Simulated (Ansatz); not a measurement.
C4H8, SMILES C=C(C)C.

Geometry optimised at B3LYP-D3(BJ)/def2-SVP.

Two levels are set side by side: PBE/def2-SVPD (Ansatz, a program for electronic structure) and PBE0/def2-SVPD (Ansatz). Energy differences of separate SCF runs at the same geometry; the states with an electron removed or added have multiplicity 2 and 2. Differences are taken from unrounded values.

```json
[
 {"quantity": "vertical ionisation energy (eV)", "PBE0": "9.21"},
 {"quantity": "vertical singlet–triplet gap (eV)", "PBE0": "4.20"}
]
```

Question: What does PBE give, and how far is it from PBE0? (Estimate from the structure and the level; the computed values follow.)

Answer: 
```tsv
quantity	PBE	PBE minus PBE0
vertical ionisation energy (eV)	9.21	0.00
vertical singlet–triplet gap (eV)	4.34	0.15
```
